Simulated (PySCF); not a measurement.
Gas-phase reaction: 4 (CH3)2SiCl2 → 4 CH3SiHCl2 + C4H8 (isobutene)

Computed with PySCF (xtb for GFN2) and rigid-rotor harmonic-oscillator thermochemistry at 1 bar. † marks an energy on the PBE0/def2-TZVP geometry and frequencies; other levels use their own. MP2 and CCSD(T) freeze the core. 6-31G* has spherical d functions here. All species are closed-shell singlets. B3LYP is the form with VWN-RPA correlation. MP2 isn't extrapolated to the basis-set limit. CCSD(T) isn't extrapolated to the basis-set limit.

```tsv
level	ΔH°(298 K), kJ
B3LYP/6-31G*	250
B3LYP/def2-TZVP†	244
BLYP/def2-TZVP†	226
CCSD(T)/def2-SVP†	…
GFN2-xTB	-31
HF/6-31G*	238
MP2/def2-SVP†	…
MP2/def2-TZVPP†	…
PBE/def2-TZVP†	268
PBE0/def2-SVP†	…
ωB97M-V/def2-TZVP†	293
```

Task: Complete the blanks.

Result: 
- CCSD(T)/def2-SVP†, ΔH°(298 K), kJ: 245
- MP2/def2-SVP†, ΔH°(298 K), kJ: 269
- MP2/def2-TZVPP†, ΔH°(298 K), kJ: 297
- PBE0/def2-SVP†, ΔH°(298 K), kJ: 282
